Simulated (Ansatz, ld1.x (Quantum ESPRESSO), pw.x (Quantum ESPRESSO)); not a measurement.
**Ba: one change to the TM potential, in the atom and in the bcc crystal**

barium (Ba), norm-conserving Troullier–Martins (Kleinman–Bylander form), made with ld1.x (Quantum ESPRESSO) 7.5 (PBE, scalar-relativistic). Core [Xe], reference 5d0 6s2 6p0. Waves: 6p (bound, empty): rc 4.10 bohr; 5d (bound, empty): rc 3.95 bohr; 6s (bound): rc 3.15 bohr. Local part: the s channel. Core correction: Bessel-smoothed model core inside 3.15 bohr.

Change: wave 6s (bound): rc 3.15 bohr becomes 6s (bound): rc 3.76 bohr.

Cutoffs, loose and tight: the cutoffs (Ry, on a coarse ladder) from which the occupation-weighted sum of valence levels, in a spherical-Bessel basis at the reference potential, stays within 10 and 1 mRy of its value at 400 Ry. They do not see the model core or the augmentation charge, which bear on the density cutoff. Test errors are all-electron minus pseudo excitation energies from the reference, over the configurations 5d0 6s1 6p0; 5d0 6s1.5 6p0; 5d0 6s1 6p1; 5d0 6s0 6p1; 5d1 6s0 6p0; 5d0 6s0 6p2; 5d0.5 6s1.5 6p0; variants that change the core or the reference have their own tests.

Crystal test: bcc Ba in pw.x 7.5, no spin, 9³ k-points, Fermi–Dirac smearing 0.01 Ry, cutoffs set for each file from its atomic test. The reference is all-electron LAPW (Ansatz 0.2.0) with the same functional, mesh and smearing; V0 and B0 come from Birch–Murnaghan fits to the pressures at five volumes. Errors are pseudo minus all-electron; Δ is the rms difference of the E(V) curves that follow from these fits, minima aligned, over ±6 % about the mean V0. Mesh and smearing are coarse, so the numbers serve the comparison and aren't converged zero-temperature values; the lattice is a test structure that the element need not adopt.

All-electron: a0 = 5.031 Å (V0 = 63.67 Å³/atom), B0 = 8.4 GPa.

Task: Does the change bring the crystal closer to the all-electron result?

Result: The mean pressure error goes from +0.29 to +0.46 GPa, so the change moves the solid further from the all-electron pressures.

```tsv
quantity	base	changed
outcome (atom)	generated	generated
cutoff, loose (atom)	6 Ry	6 Ry
cutoff, tight (atom)	15 Ry	6 Ry
bound ghosts (atom)	none	none
largest test error (meV) (atom)	-38	-62
cutoffs in pw.x (Ry)	50/200	50/200
a0 (Å)	5.080	5.109
a0 error (%)	+0.98	+1.55
B0 error (%)	+8.7	+8.8
Δ (meV/atom)	3.7	5.8
mean pressure error (GPa)	+0.29	+0.46
```

Base: This is a poor potential for the solid. The logarithmic derivative shows an extra or strongly shifted pseudo pole above the reference energy (s near 1.24 Ry). Changed file: This is a poor potential for the solid. The atomic cutoffs weigh occupied waves only.
